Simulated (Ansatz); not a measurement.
Reaction: N2H4 (SMILES NN) → N2H4+ (parent SMILES NN, doublet) + e-
Each species at its own B3LYP-D3(BJ)/def2-TZVP minimum (Ansatz, a first-principles code).

Total energies in hartree (Ansatz). Open shells are spin-unrestricted; no spin-orbit coupling. Correlated methods leave the cores frozen. No relativity. The spin of H4N2+ (parent SMILES NN, doublet) was assumed, and the state is the lowest solution found for it.

```csv
species,HF/cc-pVTZ,CCSD(T)/cc-pVTZ,HF/cc-pVQZ,CCSD(T)/cc-pVQZ,CCSDT(Q)/cc-pVTZ
"1: N2H4 (hydrazine, SMILES NN)",-111.22421,-111.69834,-111.23352,-111.73574,-111.69928
"2: N2H4+ (parent SMILES NN, doublet)",-110.97236,-111.40886,-110.98038,-111.44194,-111.40984
```

### Question
Work out the adiabatic ionisation energy (electronic) in eV: take Hartree-Fock from cc-pVQZ, extrapolate the CCSD(T) correlation energy as X^-3 (X = 3, 4), and add CCSDT(Q) - CCSD(T) in cc-pVTZ. 1 hartree = 27.211 eV.

### Answer

Species 1: correlation (64·(-0.50222) - 27·(-0.47413))/37 = -0.52272; step -0.00094; E1 = -111.23352 + (-0.52272) + (-0.00094) = -111.75718
Species 2: correlation (64·(-0.46156) - 27·(-0.43650))/37 = -0.47985; step -0.00098; E2 = -110.98038 + (-0.47985) + (-0.00098) = -111.46121
-1·E1 +1·E2 = 0.29597 hartree = 8.05 eV.
